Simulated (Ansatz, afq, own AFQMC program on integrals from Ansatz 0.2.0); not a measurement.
## Where AFQMC and coupled cluster stand for AlH⁻, doublet

```json
{"atom": "Al", "x (Å)": "0.0000", "y (Å)": "0.0000", "z (Å)": "0.0000"}
{"atom": "H", "x (Å)": "0.0000", "y (Å)": "0.0000", "z (Å)": "1.8930"}
```

Basis aug-cc-pVDZ. Only valence electrons are correlated. AFQMC by an in-house program on the Cholesky factors that Ansatz 0.2.0 writes for its CCSD(T) run. The CISD trial takes its coefficients from CCSD amplitudes. Released means that phaseless walkers are propagated on without the constraint, phases kept. Error bars are statistical, one sigma.

Determinant: UHF, the one that the program's search chose, which needn't be the lowest solution. The geometry is a point of a scan.

Full CI on the same integrals is exact in this basis and with this determinant's frozen core.

Cautions: the determinant is a saddle point among determinants of its kind.

- T1 diagnostic: 0.0230
- weight of the determinant in the CISD state: 0.897
- ⟨S²⟩ of the determinant: 0.772
- size of the correlated space: 5 electrons in 31 orbitals

Reference: full CI, correlation energy -2.441 eV. The released energy is read at 2.40 1/Eh (meV from the phaseless value at times in 1/Eh: -4.2 ± 1.6 at 0.24, -4.8 ± 1.4 at 0.51, -8.0 ± 1.6 at 0.99, -7.9 ± 1.3 at 1.62, -9.2 ± 1.3 at 2.40).

```
         level  E − E(reference) (kcal/mol)  share of correlation (%)
            HF                        56.30                      0.00
           MP2                        17.03                     69.75
          CCSD                         2.18                     96.13
       CCSD(T)                         0.62                     98.90
         CCSDT                         0.07                     99.88
      CCSDT(Q)                         0.01                     99.97
        CCSDTQ                         0.00                    100.00
 ph-AFQMC/CISD                  0.31 ± 0.04                     99.45
released AFQMC                  0.10 ± 0.03                     99.82
```

CCSDT and higher add their correlation energy to the determinant of the CCSD(T) run, since their own runs factorise the integrals more tightly (a shift of under 2 meV). A walk keeps the symmetry of its determinant, which the program's search chose and which needn't be the lowest solution, so a lower state of the same spin and another symmetry isn't excluded. Released energies are given only where the last usable release times agree within the noise; a slower fall can still hide under it.
